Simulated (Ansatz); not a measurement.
Reaction (SMILES): C (CH4) → C atom + 4 H atom
B3LYP-D3(BJ)/def2-TZVP geometries, fixed; electronic energies without zero-point terms.
Largest species:
```xyz
5

C      0.0000     0.0000     0.0000
H      0.6205     0.6269     0.6390
H     -0.6429    -0.6249     0.6185
H      0.6369    -0.6328    -0.6166
H     -0.6146     0.6308    -0.6409
```

Basis-set convergence of the atomisation energy at B2PLYP with Ansatz (a program for electronic structure). Cartesian d functions, on some or all atoms, in 6-31G*, 6-31+G*; all else is spherical. Cores are frozen. Open shells are unrestricted. No added dispersion term, no relativity. Functions are those of the species that has most. Reference: the value in aug-pcseg-3, 419.50 kcal/mol, itself unsure by roughly 0.23 kcal/mol (its mean distance from aug-cc-pVQZ, def2-QZVPPD, pcseg-3). Deviations are taken from unrounded values.

| basis | functions | atomisation energy (kcal/mol) |
|---|---|---|
| 6-31G* | 23 | 408.51 |
| 6-31+G* | 27 | 406.95 |
| cc-pVDZ | 34 | 406.99 |
| aug-cc-pVDZ | 59 | 408.05 |
| def2-SVP | 34 | 413.83 |
| def2-SVPD | 52 | 415.28 |
| pcseg-1 | 34 | 410.74 |
| aug-pcseg-1 | 59 | 411.56 |
| 6-311G** | 42 | 413.29 |
| 6-311+G** | 46 | 412.77 |
| def2-TZVP | 55 | 414.88 |
| def2-TZVPD | 73 | 415.15 |
| cc-pVTZ | 86 | 417.67 |
| aug-cc-pVTZ | 138 | 417.75 |
| pcseg-2 | 86 | 418.13 |
| aug-pcseg-2 | 138 | 418.34 |
| def2-TZVPP | 87 | 417.72 |
| def2-TZVPPD | 105 | 417.81 |
| cc-pVQZ | 175 | 419.19 |
| aug-cc-pVQZ | 264 | 419.22 |
| def2-QZVPP | 177 | 419.10 |
| def2-QZVPPD | 195 | 419.10 |
| pcseg-3 | 192 | 419.47 |
| aug-pcseg-3 | 281 | 419.50 |

What the diffuse functions change, pair by pair:
- 6-31G* to 6-31+G*: 4 more functions, deviation -10.99 to -12.55 kcal/mol
- cc-pVDZ to aug-cc-pVDZ: 25 more functions, deviation -12.51 to -11.45 kcal/mol
- def2-SVP to def2-SVPD: 18 more functions, deviation -5.66 to -4.22 kcal/mol
- pcseg-1 to aug-pcseg-1: 25 more functions, deviation -8.76 to -7.93 kcal/mol
- 6-311G** to 6-311+G**: 4 more functions, deviation -6.21 to -6.73 kcal/mol
- def2-TZVP to def2-TZVPD: 18 more functions, deviation -4.61 to -4.35 kcal/mol
- cc-pVTZ to aug-cc-pVTZ: 52 more functions, deviation -1.83 to -1.75 kcal/mol
- pcseg-2 to aug-pcseg-2: 52 more functions, deviation -1.37 to -1.16 kcal/mol
- def2-TZVPP to def2-TZVPPD: 18 more functions, deviation -1.78 to -1.69 kcal/mol
- cc-pVQZ to aug-cc-pVQZ: 89 more functions, deviation -0.31 to -0.28 kcal/mol
- def2-QZVPP to def2-QZVPPD: 18 more functions, deviation -0.40 to -0.40 kcal/mol
- pcseg-3 to aug-pcseg-3: 89 more functions, deviation -0.03 to 0.00 kcal/mol

Leaving out the reference's own pair, they bring the value nearer the reference by more than 0.23 kcal/mol in 4 of 11 pairs.
